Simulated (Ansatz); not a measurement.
AlClH$_{3}$N (`[NH2][AlH][Cl]`), relaxed with RKS PBE-D4/def2-SVP in Ansatz from a rough embedded geometry. The force threshold is 0.03 eV/Å; the program also tests the step.

Total charge 0; spin multiplicity 1.

Start:

```xyz
6

N     0.365    1.079   -0.099
Al   -0.148   -0.706   -0.197
Cl    1.368   -2.237    0.206
H    -0.559    1.641   -0.241
H     0.644    1.337    0.878
H    -1.668   -1.114   -0.547
```

```tsv
step	energy (eV)	largest force (eV/Å)	largest move (Å)
1	-20642.8221	2.113	0.000
2	-20643.0060	1.341	0.193
3	-20643.2081	0.432	0.200
4	-20643.2508	0.239	0.200
5	-20643.2614	0.153	0.098
6	-20643.2625	0.025	0.020
```

End:

```xyz
6

N     0.100    0.984    0.145
Al   -0.223   -0.732   -0.169
Cl    1.302   -2.122    0.324
H    -0.554    1.745   -0.049
H     0.965    1.354    0.544
H    -1.591   -1.229   -0.794
```

It took 3.1 s on 2 threads of a server CPU on a shared host, with 0.16 GiB of host memory at the peak.
